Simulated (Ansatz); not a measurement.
# C₂H₂S (SMILES C#CS): a relaxed scan of the bond length C1–C2

How does the energy rise as the bond length C1–C2 leaves its equilibrium value, and do density functionals follow CCSD(T)? At each value the rest of the molecule is relaxed at PBE0-D4 with the distance held.

Computed with Ansatz 0.2.0, Gaussian basis. Level: single points in def2-TZVPP.

Levels: PBE-D4, r2SCAN-D4, PBE0-D4, B3LYP-D4, wB97M-V, Hartree-Fock, MP2, CCSD, CCSD(T). The scan takes 0.987, 1.038, 1.112, 1.199, 1.295, 1.398 Å.

Cores are frozen in the correlated methods. B3LYP uses VWN-RPA correlation.

24 further runs of the same task are left out: 24 set aside as unsound or not needed.

## (1) The starting structure

SMILES `C#CS`, 5 atoms, charge 0, spin multiplicity 1.

Atoms are counted from 1 here; the program's logs count them from 0.

Bond lengths: C1–C2 1.150 Å, C1–H4 1.038 Å, C2–S3 1.660 Å, S3–H5 1.336 Å. Angles: C2–C1–H4 174.8°, C1–C2–S3 177.9°, C2–S3–H5 99.6°.

Coordinates:

```mol
C2H2S
  3D, bonds by distance, orders not assigned

  5  4  0  0  0  0  0  0  0  0999 V2000
   -1.1642   -0.3738    0.0130 C   0  0
   -0.0189   -0.2705    0.0371 C   0  0
    1.6381   -0.1813    0.0761 S   0  0
   -2.2014   -0.3771   -0.0342 H   0  0
    1.7963    1.1291   -0.1334 H   0  0
  1  2  8  0
  1  4  8  0
  2  3  8  0
  3  5  8  0
M  END
```

## (2) A first relaxation in a small basis

File pre/in.yaml:

```yaml
crystal:
  periodic: [false, false, false]
  atoms:
    - {symbol: C, position_ang: [-1.164200, -0.373800, 0.013000]}
    - {symbol: C, position_ang: [-0.018900, -0.270500, 0.037100]}
    - {symbol: S, position_ang: [1.638100, -0.181300, 0.076100]}
    - {symbol: H, position_ang: [-2.201400, -0.377100, -0.034200]}
    - {symbol: H, position_ang: [1.796300, 1.129100, -0.133400]}
basis:
  gaussian: {orbitals: def2-SVP}
hamiltonian: {xc: pbe, dispersion: d4}
relax: {f_tol: 0.03, max_steps: 250}
```

No record of the launch command was kept for these runs.

The runs that follow: Relaxation at PBE0-D4; The minimum at every level; C1–C2 = 0.987 Å; C1–C2 = 1.038 Å; C1–C2 = 1.112 Å; C1–C2 = 1.199 Å; C1–C2 = 1.295 Å; C1–C2 = 1.398 Å.

Q: Predict the outcome of this session. Wanted: highest point, CCSD(T); lowest point, CCSD(T); minimum along the scan, CCSD(T); RMS deviation from CCSD(T); largest T1 diagnostic.

As calculated:

| quantity | value |
| --- | --- |
| highest point, CCSD(T) | 4055 meV at 0.987 Å |
| lowest point, CCSD(T) | 0 meV at 1.204 Å |
| minimum along the scan, CCSD(T) | 1.214 Å |
| curvature there | 96.4 eV/Å² |
| RMS deviation from CCSD(T) | PBE-D4 11, r2SCAN-D4 108, PBE0-D4 165, B3LYP-D4 175, wB97M-V 219, Hartree-Fock 487, MP2 26, CCSD 106 meV |
| largest T1 diagnostic | 0.023 |

**Reading.** A polynomial through the near points puts the CCSD(T) minimum 0.010 Å above the PBE0-D4 value. The well is lopsided: squeezing costs more than stretching by the same length. Curvature against CCSD(T): PBE-D4 -1 %, Hartree-Fock +26 %. PBE-D4 follows the CCSD(T) curve best and Hartree-Fock worst. 3 further points are left out, because the reference changes its state there. The restricted Hartree–Fock reference is unstable towards an unrestricted one at one or more of these structures.
